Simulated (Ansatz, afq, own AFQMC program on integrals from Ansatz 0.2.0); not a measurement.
**Where AFQMC and coupled cluster stand for CHN, singlet**

```yaml
atoms:
  - { symbol: N, position_ang: [0.1743, 0.0000, 0.5564] }
  - { symbol: C, position_ang: [-0.2157, 0.0000, -0.5208] }
  - { symbol: H, position_ang: [0.1481, 0.0000, -1.5257] }
```

Connectivity, by distances: N–CH.

Basis cc-pVDZ. Noble-gas cores (and the filled d shells of Ga–Kr and In–Xe) are frozen. Ansatz 0.2.0 and our own AFQMC program on the same integrals; the CISD trial comes from CCSD amplitudes, and released means the phaseless constraint is let go. ± is one standard error of the sampling.

Determinant: RHF, the one that the program's search chose, which needn't be the lowest solution. The geometry is a point of a scan.

No full CI on the walks' own integrals is used here. The released AFQMC energy serves as the reference, which it does only where one determinant dominates, the energy is flat over the last release times and near the phaseless one (40 meV or 2 meV an electron, half that with transition metals). On small molecules, where full CI could be run and the noise was under 10 meV, such values lay within 10 meV of it in 19 cases of 20, a flattering rate, since the rule was set on those same cases; what remains of the bias isn't in the error bar.

Cautions: restricted determinant unstable towards unrestricted (UHF 4 meV lower, ⟨S²⟩ 0.07); the released value is read at 2.40 1/Eh with a noise of 20 meV, more than in the cases checked (meV from the phaseless value at times in 1/Eh: 29 ± 13 at 0.24, -9 ± 13 at 0.51, 1 ± 15 at 0.99, 25 ± 15 at 1.62, 17 ± 20 at 2.40).

- T1 diagnostic: 0.0146
- weight of the determinant in the CISD state: 0.885
- size of the correlated space: 10 electrons in 31 orbitals

```
  level  correlation energy (eV)
    MP2                  -7.7725
   CCSD                  -8.0366
CCSD(T)                  -8.3698
```

Problem. Estimate where phaseless AFQMC with a CISD trial lies against CCSD(T) on the same integrals.

Solution. 5.6 ± 2.1 kJ/mol below CCSD(T).

Reference: AFQMC with the constraint released, correlation energy -8.411 ± 0.020 eV.

```json
{"level": "CCSD(T)", "E − E(reference) (kJ/mol)": "3.9 ± 1.9", "share of correlation (%)": "99.52"}
{"level": "CCSDT", "E − E(reference) (kJ/mol)": "3.4 ± 1.9", "share of correlation (%)": "99.58"}
{"level": "CCSDT(Q)", "E − E(reference) (kJ/mol)": "-0.6 ± 1.9", "share of correlation (%)": "100.07"}
{"level": "ph-AFQMC/CISD", "E − E(reference) (kJ/mol)": "-1.7 ± 2.9", "share of correlation (%)": "100.21"}
```

CCSDT and higher add their correlation energy to the determinant of the CCSD(T) run, since their own runs factorise the integrals more tightly (a shift of under 2 meV). A walk keeps the symmetry of its determinant, which the program's search chose and which needn't be the lowest solution, so a lower state of the same spin and another symmetry isn't excluded. Released energies are given only where the last usable release times agree within the noise; a slower fall can still hide under it.
